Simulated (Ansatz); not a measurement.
Fluorite SrCl2, treated with r²SCAN0 (Ansatz, a program for electronic structure, plane waves, PAW).

Settings: plane-wave cutoff 600 eV, 6×6×6 k mesh, finite displacements, scalar-relativistic PAW data made under PBE.

Computed at the level's own relaxed cell.

```xyz
3
Lattice="0.0000 3.4895 3.4895 3.4895 0.0000 3.4895 3.4895 3.4895 0.0000" Properties=species:S:1:pos:R:3 pbc="T T T"
Sr     0.0000     0.0000     0.0000
Cl     1.7448     1.7448     1.7448
Cl     5.2343     5.2343     5.2343
```

Harmonic phonon frequencies (cm⁻¹; i marks an imaginary mode; at Γ without the LO shift):

```json
[
 {"q point": "Γ", "frequencies": "0 0 0 142 142 142 185 185 185"},
 {"q point": "X", "frequencies": "75 83 83 101 101 153 193 193 213"},
 {"q point": "L", "frequencies": "69 69 132 159 159 162 162 172 180"}
]
```

No imaginary mode appears at these points.
